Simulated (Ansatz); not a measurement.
System: ethyl chloride, C₂H₅Cl (charge 0, singlet). 
Structure (B3LYP-D3(BJ)/def2-TZVP (Ansatz, a program for electronic structure) minimum search):
SMILES: CCCl
```xyz
8

C      0.0132     0.8176    -0.0128
C      1.5157     0.6457    -0.0186
Cl    -0.8344    -0.7820     0.0168
H     -0.3333     1.3555     0.8664
H     -0.3433     1.3280    -0.9043
H      1.9943     1.6284    -0.0365
H      1.8521     0.1152     0.8721
H      1.8422     0.0878    -0.8961
```
Charge 0, spin multiplicity 1.

Basis-set convergence of Hartree-Fock and CCSD correlation energies (hartree) with Ansatz. Cores are frozen in the correlated levels unless marked. Spin-orbit coupling is left out. No relativistic terms.

| basis | functions | E(HF) | E(corr, CCSD) |
|---|---|---|---|
| cc-pV(D+d)Z | 76 | -538.16061 | -0.47473 |
| cc-pV(T+d)Z | 169 | … | … |

**Question.** Some entries are withheld; supply them.

**Answer.** 
- cc-pV(T+d)Z, E(HF): -538.19992
- cc-pV(T+d)Z, E(corr, CCSD): -0.58824
